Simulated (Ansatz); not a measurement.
Ga2O3 (C2/m, No. 12), treated with r²SCAN+rVV10 (Ansatz, a first-principles code, plane waves, PAW).

Run with plane-wave cutoff 560 eV, 12×12×6 k mesh (along the axes of the cell as run), Fermi–Dirac smearing 0.01 eV, scalar-relativistic PAW data made under PBE.

Computed at the level's own relaxed cell.

Problem. Predict the band gap and smallest direct gap on the k points sampled.

Solution. 
- band gap: 3.06 eV (indirect)
- smallest direct gap on the k points sampled: 3.09 eV

Measured, for comparison: band gap 4.85 ± 0.1 eV (room temperature, no zero-point or thermal correction, ARPES, indirect, as cited; as tabulated in Mengle et al. (2016), arXiv:1902.02681).

Spin–orbit coupling is not included.

Static lattice: no zero-point or thermal effects.
